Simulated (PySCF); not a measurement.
# Relaxation of doublet SiH3

Computed with UPBE0 in PySCF with Si def2-TZVP, H def2-TZVP; no relativity; density-fitted integrals. A (50,194) grid was used.

A hand-made trigonal pyramidal start, of C3v symmetry, held to at least that symmetry:

Coordinates in bohr (charge 0 multiplicity 2):
```
Si    0.0000    0.0000   -0.1281
H     2.4695    0.0000    1.1849
H    -1.2348    2.1386    1.1849
H    -1.2347   -2.1386    1.1849
```

Problem. What does it relax to?

Solution. It ends at C3v with Si–H 1.486 Å (×3); H–Si–H 111.2° (×3). A frequency run shows a minimum. Other isomers or separated fragments may lie lower.

Problem. How much energy is released, and in how many steps?

Solution. 24.6 kJ/mol in 4 steps.
